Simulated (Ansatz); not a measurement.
Two structures of SiNH7O, closed shell, reached by relaxing down either side of one saddle point (PBE0-D4/def2-TZVP). Energies are electronic, without zero-point energy. Ansatz 0.2.0; basis: def2-TZVPP and def2-QZVPP; cores frozen in the correlated methods. Extrapolation: Hartree–Fock as exp(−7.88 √X), correlation as X^−2.97. First:

| atom | x (Å) | y (Å) | z (Å) |
| --- | --- | --- | --- |
| Si1 | -0.9826 | -0.2596 | 0.1170 |
| O2 | -0.1831 | 0.2155 | 1.4818 |
| H3 | -0.8297 | -1.7301 | 0.1548 |
| H4 | -2.4039 | 0.1743 | 0.1699 |
| N5 | -0.3920 | 0.3608 | -1.3567 |
| H6 | 2.3135 | -0.5054 | 0.8255 |
| H7 | 2.9414 | -0.7013 | 0.4697 |
| H8 | -0.1693 | 1.1536 | 1.6773 |
| H9 | 0.5184 | 0.1424 | -1.7243 |
| H10 | -0.8126 | 1.1498 | -1.8151 |

Second:

Si1  (-0.795, -1.057, 0.365)
O2  (2.208, 1.086, -0.419)
H3  (0.080, -1.989, -0.383)
H4  (-2.167, -1.637, 0.428)
N5  (-0.697, 0.490, -0.422)
H6  (2.481, 1.268, 0.481)
H7  (-0.310, -0.876, 1.757)
H8  (1.246, 0.956, -0.375)
H9  (-0.834, 0.502, -1.423)
H10  (-1.211, 1.256, -0.009)
(Å)

Task: Which bonds change from the first to the second?

Result: SiNH₅O ([NH2][SiH2][OH]) + H₂ → SiNH₅ ([NH2][SiH3]) + H₂O; bonds formed: Si1–H7, O2–H6; bonds broken: Si1–O2, H6–H7.

Task: Give the saddle point's structure and its height above each. (An estimate is asked for; the value comes from the calculation.)

Result: Computed: 236.3 kJ/mol above the first and 165.0 kJ/mol above the second (CCSD(T) at an estimated basis limit (MP2 extrapolated from triple and quadruple zeta, plus CCSD(T) − MP2 in triple zeta)).
```
10
angstrom
Si -0.1772 -0.5577 0.1321
O 1.4528 0.3882 -0.0916
H 0.3072 -1.7802 -0.5476
H -1.3127 -0.9488 1.0246
N -1.0313 0.6430 -0.7599
H 1.3769 -0.1079 0.9981
H 0.7678 -0.7015 1.6085
H 1.3276 1.3434 -0.0372
H -0.6740 1.0807 -1.5931
H -2.0371 0.6409 -0.7338
```

No T1 diagnostic of these runs exceeds 0.012.

Labels in which every atom is bracketed show which atoms are joined, not bond orders.

For scale, one of the runs: CCSD(T)/def2-TZVPP, 202 basis functions, launched by `ansatz run in.yaml --threads 2 --pin off --events-out ev --progress --plain --max-ram 4352MiB`. Hardware: 2 CPU threads of an Arm Neoverse N1, shared host. Wall time 100 s; peak host memory 2.5 GiB.
